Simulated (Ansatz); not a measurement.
# ZnCu: computed properties

Computed with DFT r2SCAN, scalar-relativistic, plane waves, PAW in Ansatz.

Cutoff 500 eV; k points 14×14×14 on the computed 2-atom cell (Γ-centred); Gaussian smearing, width 0.10 eV; no spin polarisation.

The structure is relaxed at this level of theory with its symmetry kept. Whether it is the stable form of this composition wasn't checked.

```cif
data_structure
_symmetry_space_group_name_H-M 'P 1'
_symmetry_Int_Tables_number 1
_cell_length_a 2.9187
_cell_length_b 2.9187
_cell_length_c 2.9187
_cell_angle_alpha 90.000
_cell_angle_beta 90.000
_cell_angle_gamma 90.000
_cell_volume 24.86
loop_
_atom_site_label
_atom_site_type_symbol
_atom_site_fract_x
_atom_site_fract_y
_atom_site_fract_z
_atom_site_occupancy
Zn1 Zn 0.50000 0.50000 0.50000 1
Cu1 Cu 0.00000 0.00000 0.00000 1
```

| Item | Value |
| --- | --- |
| Space group | Pm-3m (No. 221) |
| Volume per atom | 12.43 Å³ |
| Formation energy from the elements' standard states (uncorrected) | -0.112 eV/atom |
| Generalised Kohn–Sham band gap | none (metal) |
| Density of states at the Fermi level | 0.47 states/eV per cell |
| Bulk modulus | 135 GPa |
| Its pressure derivative | 4.9 |
| Bader charges (e) | Zn (1 in the cell) 0.17, Cu (1 in the cell) -0.17 |

Cost: 6 runs of about 1.7 core-minutes in all, on Arm Neoverse V2 (shared hosts).